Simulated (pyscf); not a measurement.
Atom transfer: `[NH2][SiH2][F]` + `[H]` [doublet] -> `[NH2][SiH2]` [doublet] + `[FH]`

Gas phase, doublet surface, charge 0. Bonds broken: Si2–F8. Bonds formed: H5–F8. Single points on ωB97X-D3(BJ)/def2-SVP structures (PySCF, gas phase). Correlated levels are frozen-core, on RHF or UHF. ΔMP2 is the change of the MP2 total energy from the triple- to the quadruple-zeta basis.

Transition state (Å):

```xyz
8

N     -0.3850     0.8032    -0.2502
Si    -0.4989    -0.7021     0.5543
H     -0.1009     1.6513     0.2265
H     -0.2512     0.8495    -1.2529
H      0.9105    -1.1950     1.3258
H     -1.5605    -0.8355     1.5812
H     -0.7494    -1.6876    -0.5514
F      0.8857    -0.1414     2.0179
```

One imaginary mode, 698i cm⁻¹; descent along it reached the two sides named.

```json
[
 {"bond": "Si2–F8", "change": "breaks", "reactant side (Å)": "1.634", "saddle": "2.091", "product side": "3.1"},
 {"bond": "H5–F8", "change": "forms", "reactant side (Å)": "4.6", "saddle": "1.261", "product side": "0.930"}
]
```

Electronic energies relative to the separated reactants (kcal/mol):

| level | barrier | reaction energy | reverse barrier |
|---|---|---|---|
| ωB97X-D3(BJ)/def2-TZVP | 36.6 | +21.4 | 15.2 |
| PBE/def2-TZVP | 27.7 | +16.6 | 11.0 |
| r²SCAN/def2-TZVP | 30.6 | +18.5 | 12.1 |
| B3LYP-D3(BJ)/def2-TZVP | 32.8 | +17.8 | 15.0 |
| PBE0-D3(BJ)/def2-TZVP | 33.2 | +18.1 | 15.0 |
| M06-2X/def2-TZVP | 41.0 | +21.4 | 19.6 |
| ωB97M-D3(BJ)/def2-TZVP | 37.4 | +21.5 | 15.9 |
| HF/def2-TZVP | 58.8 | +26.3 | 32.5 |
| MP2/def2-QZVPP | 44.3 | +22.8 | 21.4 |
| CCSD/def2-TZVPP | 41.6 | +18.2 | 23.3 |
| CCSD(T)/def2-TZVPP | 39.9 | +18.5 | 21.4 |
| CCSD(T)/def2-TZVPP + ΔMP2(QZVPP) | 39.7 | +18.7 | 20.9 |

With CCSD(T)/def2-TZVPP + ΔMP2(QZVPP) energies and thermal terms (ideal gas, 1 atm, RRHO with modes under 100 cm⁻¹ raised to 100, one conformer, R ln 2 for chiral ones without a mode under 150 cm⁻¹), in kcal/mol:

| T (K) | ΔH‡ | ΔG‡ | ΔH | ΔG |
|---|---|---|---|---|
| 298 | 40.4 | 46.8 | +21.4 | +18.4 |
| 600 | 39.8 | 53.5 | +20.9 | +15.6 |
| 900 | 39.3 | 60.5 | +20.1 | +13.0 |
| 1200 | 38.9 | 67.6 | +19.2 | +10.8 |

At the saddle there is also a short H–Si contact that neither side keeps. This saddle turned up in a search for another step; its sides and bond changes are read from the two ends of the descent. The same reactants have a lower exit, to H₂N–SiH•–F + H₂ (barrier +6.2 kcal/mol at ωB97M-D3(BJ)/def2-TZVP, against +37.4 kcal/mol here). One saddle was located; it need not be the lowest between these sides. The angle at the transferred F is 53°: a side-on saddle, likely not the lowest. The CCSD(T) − MP2 part came from Ansatz, without density fitting, on the same reference.
